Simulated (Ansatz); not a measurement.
Rock-salt SnTe (cubic form, which distorts at low temperature), treated with PBE (Ansatz, an electronic-structure program, PAW).

Total energies, extrapolated to zero smearing (they compare only within this program, potentials and cutoff):

```tsv
system	energy (eV/atom)
rock-salt SnTe (cubic form, which distorts at low temperature), relaxed	-6502.3740
white tin (β-Sn)	-6024.1725
trigonal Te	-6979.9592
```

### Question
Work out the formation enthalpy per atom.

### Answer
ΔH_f ≈ ΔE = -6502.3740 − [1 × (-6024.1725) + 1 × (-6979.9592)]/2 = -0.308 eV/atom (0 K, no vibrations). The reference value is -0.315 ± 0.004 eV/atom (measured, 298 K, copied from a table, unchecked, no zero-point or thermal correction; as tabulated in Wang et al. (2021), doi:10.1038/s41598-021-94550-5), a difference of +0.007 eV/atom.

Spin–orbit coupling is left out; its size isn't shown.

The PAW data were made under PBE.

Note: symmetry holds this phase in the static calculation, where it need not be a minimum.
